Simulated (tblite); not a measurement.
Species: hydroxyketene, C2H2O2.
Geometry (GFN2-xTB, Å), atoms numbered from 1 in this order:
```xyz
6
C2H2O2 angstrom
O      2.2580   -0.5067    0.0590
C      1.1365   -0.1911    0.0383
C     -0.0837    0.2590    0.0130
O     -1.1940   -0.4714    0.4060
H     -0.2279    1.2933   -0.2784
H     -1.8858   -0.3812   -0.2594
```

All values are computed: GFN2-xTB (tblite) harmonic vibrations without scaling, gas phase. This tight-binding method is rough: wavenumbers can miss measured ones by several per cent, in bad cases by 10 to 20. One conformer, not necessarily the lowest.

Harmonic wavenumbers (cm⁻¹): 184.9, 209.9, 338.6, 560.2, 622.9, 1008.2, 1156.2, 1194.2, 1407.5, 2289.7, 3004.8, 3517.5.

A = 59845, B = 4522, C = 4233 MHz; mass 58.005 u (most abundant isotopes); point group C1, symmetry number 1.

What is the zero-point energy?

Half the sum of the wavenumbers: 7747 cm⁻¹ = 22.15 kcal/mol.

Give the ideal-gas entropy at 273.15 K and 1 bar in the rigid-rotor, harmonic-oscillator model (classical rotation).

Translation 37.69, rotation 22.89, vibration 5.98: S = 66.6 cal/(mol K).

And Cp and H(273.15 K) − H(0)?

Cp = 15.65 cal/(mol K), of which vibrations give 7.71 (their classical limit is 12 R = 23.8); H(273.15 K) − H(0) = 3.17 kcal/mol without the zero-point energy, 1.00 from vibrations.

How do the functions run with temperature in this model?

| T (K) | S (cal/(mol K)) | Cp (cal/(mol K)) | H − H(0) (kcal/mol) | G − H(0) (kcal/mol) | ln q(vib) |
| --- | --- | --- | --- | --- | --- |
| 100 | 53.6 | 10.5 | 0.87 | -4.49 | 0.13 |
| 200 | 62.0 | 13.8 | 2.10 | -10.30 | 0.68 |
| 300 | 68.1 | 16.3 | 3.60 | -16.81 | 1.34 |
| 500 | 77.4 | 20.2 | 7.28 | -31.40 | 2.70 |
| 800 | 87.7 | 23.9 | 13.94 | -56.24 | 4.60 |
| 1000 | 93.3 | 25.5 | 18.89 | -74.36 | 5.74 |

q(vib) and H(0) count from the zero-point level.

What must be added to the electronic energy to get the Gibbs energy at 273.15 K and 1 bar?

ZPE + [H(273.15 K) − H(0)] − T·S = 22.15 + 3.17 − 18.18 = 7.14 kcal/mol.

Which modes carry the vibrational entropy at 273.15 K?

184.9 cm⁻¹: 2.12; 209.9 cm⁻¹: 1.89; 338.6 cm⁻¹: 1.08; 560.2 cm⁻¹: 0.43; 622.9 cm⁻¹: 0.33; 1008.2 cm⁻¹: 0.06 cal/(mol K); the other 6 give 0.07 together.

Hindered rotation and anharmonicity are outside this model. Other conformers, if any are populated, would add a mixing term that is left out. The structure is chiral; the term R ln 2 for an equal mix with its mirror image is left out.
